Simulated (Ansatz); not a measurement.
## Ansatz (development build ahead of 0.2.0) run

```yaml
crystal:
  periodic: [false, false, false]
  atoms:
    - { symbol: C, position_ang: [-0.00376, 0.02091, 0.02118] }
    - { symbol: O, position_ang: [-0.00259, 0.00659, 1.14203] }
    - { symbol: O, position_ang: [-0.00398, 0.00082, -1.20091] }
basis:
  gaussian: { orbitals: cc-pVTZ }
total_charge: 1
magnetization:
  initial_magnetization: 1
hamiltonian:
  xc: hf
correlation:
  method: mp2
  frozen_orbitals: { C: 1, O: 1 }
output:
  forces: true
```

The input is written out in the form of the current development build from the run's settings. Correlation on restricted open-shell orbitals is semicanonical, with singles.

Output:

- Converged: yes
- Reference energy: -187.23494 hartree
- Correlation energy: -0.55088 hartree
- Total energy: -187.78582 hartree
- Spin squared of the determinant: 0.750
- Stability test: minimum among restricted orbitals
- Occupied orbitals by symmetry in an Abelian subgroup (alpha; beta): 9 A' 2 A''; 8 A' 2 A''

Forces (eV/Å):
```tsv
atom	Fx	Fy	Fz
C1	0.001	-0.078	-1.965
O2	0.001	0.031	2.811
O3	-0.002	0.047	-0.846
```

Caution: forces differ strongly between restricted and unrestricted references; MP2 on this radical cation hangs on the determinant chosen.
